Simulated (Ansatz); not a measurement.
**AlH3 (singlet): wave-function methods side by side at scale of all distances = 1.000, cc-pVDZ**

Aim: climb from Hartree-Fock through coupled cluster and multireference methods for AlH3 (singlet) at one geometry and basis, and see what each rung misses.

Computed with Ansatz 0.2.0, Gaussian basis. Level: cc-pVDZ, core rule «outside noble gas», up to 5 orbitals frozen.

The runs, in order: UHF; CCSD(T) on RHF; BCCD(T) on RHF; CISD; CCSDT(Q) on RHF; CCSDTQ on RHF; CASSCF and MRCISD+Q, 2 electrons in 2 orbitals; CASSCF and NEVPT2, 2 electrons in 2 orbitals; Full CI.

20 further runs of the same task are left out: 10 for a known fault of the program, 8 that didn't finish, 2 set aside as unsound or not needed.

### 1 The geometry

The geometry derives from a PBE0/def2-TZVP stationary point (not a proven minimum). All distances are scaled together.

4 atoms, charge 0, spin multiplicity 1.

Atoms are counted from 1 here; the program's logs count them from 0.

Bond lengths: Al1–H2 1.586 Å, Al1–H3 1.586 Å, Al1–H4 1.586 Å. Angles: H2–Al1–H3 120.0°, H2–Al1–H4 120.0°, H3–Al1–H4 120.0°.

### 2 UHF

The input, in.yaml:

```yaml
crystal:
  periodic: [false, false, false]
  atoms:
    - {symbol: Al, position_ang: [0.000000, 0.000000, 0.000000]}
    - {symbol: H, position_ang: [1.585776, 0.015051, -0.000083]}
    - {symbol: H, position_ang: [-0.805923, 1.365794, -0.002790]}
    - {symbol: H, position_ang: [-0.779853, -1.380845, 0.002873]}
basis:
  gaussian: {orbitals: cc-pVDZ}
magnetization: {spin_polarized: true, initial_magnetization: 0}
hamiltonian: {xc: hf}
output: {orbitals: {seedname: orbitals}}
```

Run with:

```console
> ansatz run in.yaml --threads 1 --pin off --events-out ev --progress --plain --max-ram 2393MiB
```

The runs that follow: CCSD(T) on RHF; BCCD(T) on RHF; CISD; CCSDT(Q) on RHF; CCSDTQ on RHF; CASSCF and MRCISD+Q, 2 electrons in 2 orbitals; CASSCF and NEVPT2, 2 electrons in 2 orbitals; Full CI.

Before running them: what should the planned runs give, taken together? Wanted: FCI below the RHF energy; RMP2 from FCI; RCCSD from FCI; RCCSD(T) from FCI; RCCSDT(Q) from FCI; NEVPT2 pair from FCI; MRCISD+Q pair from FCI; T1 diagnostic; effectively unpaired electrons.

The runs gave:

| quantity | value |
| --- | --- |
| FCI below the RHF energy | -2.7924 eV |
| RMP2 from FCI | +701.9 meV |
| RCCSD from FCI | +41.3 meV |
| RCCSD(T) from FCI | +11.3 meV |
| RCCSDT(Q) from FCI | +0.2 meV |
| NEVPT2 pair from FCI | +697.0 meV |
| MRCISD+Q pair from FCI | -23.5 meV |
| levels within 1 kcal/mol (43 meV) | RCCSD, RCCSD(T), BCCD(T), RCCSDT, RCCSDT(Q), RCCSDTQ, MRCISD+Q pair |
| T1 diagnostic | 0.009 |
| effectively unpaired electrons | 0.03 |

What this shows: RCCSD(T) misses by +11.3 meV, 0.4 % of the correlation energy. MRCISD+Q pair falls below full CI: the +Q correction isn't variational, and the cores differ from full CI's. One determinant dominates. Of the multireference levels listed MRCISD+Q pair comes nearest in total energy (-23.5 meV), which doesn't show that its space is the better one. These misses are within one basis, not against nature.
